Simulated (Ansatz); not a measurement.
Process, species as SMILES: C=O (CH2-O) + 2 [H][H] (H2) → C (CH4) + O (H2O)
B3LYP-D3(BJ)/def2-TZVP geometries, fixed; electronic energies without zero-point terms.

The energy of full hydrogenation at CCSD(T) with Ansatz (an electronic-structure program), in kcal/mol, split into its Hartree-Fock and correlation parts. Cores are frozen. No added dispersion term, no relativity. Functions are those of the species that has most.

| basis | X | functions | Hartree-Fock | CCSD(T) |
|---|---|---|---|---|
| cc-pVDZ | 2 | 38 | -57.13 | -51.96 |
| cc-pVTZ | 3 | 88 | -57.82 | -57.64 |
| cc-pVQZ | 4 | 175 | -58.11 | -59.05 |

Worked estimate of the basis-set limit from each neighbouring pair, with Hartree-Fock from the larger set and the correlation part extrapolated as X^-3.
Correlation parts: X = 2: 5.17, X = 3: 0.18, X = 4: -0.94.
- (2,3): (27·(0.18) - 8·(5.17))/19 = -1.92; with Hartree-Fock -57.82 the estimate is -59.74 kcal/mol.
- (3,4): (64·(-0.94) - 27·(0.18))/37 = -1.76; with Hartree-Fock -58.11 the estimate is -59.87 kcal/mol.
The last two estimates differ by 0.13 kcal/mol; the largest set lies 0.82 from the last. Over the last step Hartree-Fock moves by -0.29 and the correlation part by -1.12.
